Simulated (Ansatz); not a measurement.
# UBCCD(T)/STO-3G run of CH5Si (SMILES [CH2][SiH3])

Aim: the vertical ionisation energy of CH5Si at UBCCD(T)/STO-3G, from 2 runs. 

The calculation is run with Ansatz 0.2.0.

56 further runs of the same task are left out: 1 that didn't finish, 55 set aside as unsound or not needed.

**1. The structure to begin with**

The species is CH5Si (7 atoms), meant as a doublet with charge 0. SMILES: `[CH2][SiH3]`. Geometry: relaxed at PBE0-D4/def2-TZVP.

Bond lengths: C1–Si2 1.840 Å, C1–H3 1.085 Å, C1–H4 1.085 Å, Si2–H5 1.492 Å, Si2–H6 1.487 Å, Si2–H7 1.487 Å. Angles: C1–Si2–H5 111.3°, C1–Si2–H6 110.4°, C1–Si2–H7 110.3°, Si2–C1–H3 122.6°, Si2–C1–H4 122.6°, H5–Si2–H6 107.7°, H5–Si2–H7 107.7°, H6–Si2–H7 109.4°, H3–C1–H4 114.8°.

**2. The energy at UBCCD(T)/STO-3G**

job.yaml

```yaml
crystal:
  periodic: [false, false, false]
  atoms:
    - {symbol: C, position_ang: [-0.172600, -1.103000, 0.047400]}
    - {symbol: Si, position_ang: [0.132300, 0.709800, -0.029000]}
    - {symbol: H, position_ang: [-1.139000, -1.522200, 0.308500]}
    - {symbol: H, position_ang: [0.588300, -1.834800, -0.203800]}
    - {symbol: H, position_ang: [-0.191200, 1.256600, -1.379100]}
    - {symbol: H, position_ang: [-0.719700, 1.420100, 0.961800]}
    - {symbol: H, position_ang: [1.563100, 1.005600, 0.248500]}
basis:
  gaussian:
    orbitals: STO-3G
magnetization:
  spin_polarized: true
  initial_magnetization: 1
correlation:
  method: bccd_t
  frozen_orbitals: {C: 1, H: 0, Si: 5}
accuracy: high
scf:
  omitted_lower_state_checks: [cluster_reference, increment]
```

The run is started by

```bash
ansatz run job.yaml --threads 1 --pin off --max-ram 2610MiB --events-out events.jsonl --progress --plain --runs-dir runs
```

Standard output, shortened:

```text
Warning: RAYON_NUM_THREADS=1 ignored (pool sized by the plan → 1); use --threads N
Functional definition: HF
  name "HF"
[...]
337 factors; integrals over basis functions are off by at most 1.1e-8 eV
[...]
mean field -8867.14618663 eV, -325.8616119909 hartree, gradient 1.5e-8 eV, S^2 0.767300; 0 other end points of the search recorded, 0 dependent functions left out
6 core orbitals not correlated: weight in the atoms' cores, before any rotation towards them, 1.000 or more for the frozen orbitals, at most 0.000 for the correlated occupied ones
reference -8867.14618663 eV, -325.8616119909 hartree; 7, 6 occupied and 6, 7 virtual orbitals, 337 factors
second order -2.10381246 eV of doubles, -0.00000000 eV of singles
cycle   1  -2.72318546 eV  change   -6.2e-1 eV  update   6.3e-2
[...]
cycle  21  -3.08660506 eV  change  -5.0e-10 eV  update  2.3e-10
perturbative correction -0.02139809 eV, -0.0007863653 hartree
Total energy: -8870.25418978 eV, -325.9758290001 hartree
Checks for a lower state left out: cluster_reference, increment
```

Run time: 0.3 s. Hardware: 1 thread of Arm Neoverse V1, shared host.

**3. The singlet cation**

input.yaml

```yaml
crystal:
  periodic: [false, false, false]
  atoms:
    - symbol: C
      position_ang: [-0.172600, -1.103000, 0.047400]
    - symbol: Si
      position_ang: [0.132300, 0.709800, -0.029000]
    - symbol: H
      position_ang: [-1.139000, -1.522200, 0.308500]
    - symbol: H
      position_ang: [0.588300, -1.834800, -0.203800]
    - symbol: H
      position_ang: [-0.191200, 1.256600, -1.379100]
    - symbol: H
      position_ang: [-0.719700, 1.420100, 0.961800]
    - symbol: H
      position_ang: [1.563100, 1.005600, 0.248500]
basis:
  gaussian: {orbitals: STO-3G}
total_charge: 1
correlation: {method: bccd_t, frozen_orbitals: {C: 1, H: 0, Si: 5}}
accuracy: high
scf: {omitted_lower_state_checks: [cluster_reference, increment]}
```

The run is started by

```bash
ansatz run input.yaml --threads 1 --pin off --max-ram 2610MiB --events-out events.jsonl --progress --plain --runs-dir runs
```

Standard output, shortened:

```text
Warning: RAYON_NUM_THREADS=1 ignored (pool sized by the plan → 1); use --threads N
[... 2 set-up lines as earlier in the session ...]
[...]
337 factors; integrals over basis functions are off by at most 1.1e-8 eV
[...]
mean field -8860.02847563 eV, -325.6000409365 hartree, gradient 4.1e-8 eV, S^2 0.000000; 0 other end points of the search recorded, 0 dependent functions left out
6 core orbitals not correlated: weight in the atoms' cores, before any rotation towards them, 1.000 or more for the frozen orbitals, at most 0.000 for the correlated occupied ones
reference -8860.02847563 eV, -325.6000409365 hartree; 6, 6 occupied and 7, 7 virtual orbitals, 337 factors
second order -2.27586699 eV of doubles, -0.00000000 eV of singles
cycle   1  -2.91881447 eV  change   -6.4e-1 eV  update   7.5e-2
[...]
cycle  22  -3.29900332 eV  change   -1.3e-9 eV  update   1.5e-9
perturbative correction -0.05602207 eV, -0.0020587732 hartree
Total energy: -8863.38350103 eV, -325.7233358457 hartree
Checks for a lower state left out: cluster_reference, increment
```

Run time: 0.2 s. Hardware: 1 thread of Arm Neoverse V1, shared host.

**4. Results**

At UBCCD(T)/STO-3G, 6 core orbitals frozen:

```
                                                   quantity          value
                                doublet CH5Si: total energy  -325.97583 Eh
 doublet CH5Si: correlation energy (6 core orbitals frozen)     -114.2 mEh
                              doublet CH5Si: (T) correction      -0.79 mEh
           doublet CH5Si: ⟨S²⟩ of the reference determinant          0.767
                               singlet cation: total energy  -325.72334 Eh
singlet cation: correlation energy (6 core orbitals frozen)     -123.3 mEh
                             singlet cation: (T) correction      -2.06 mEh
         vertical ionisation energy (to the singlet cation)       6.871 eV
```

The vertical ionisation energy comes to 6.87 eV (158 kcal/mol). Only the singlet of the ionised species was computed; a triplet could lie lower. In a minimal basis such a difference can be off by several eV, whatever the method. The triples (doublet CH5Si) make up 0.7 % of the correlation energy. The triples (singlet cation) make up 1.7 % of the correlation energy.
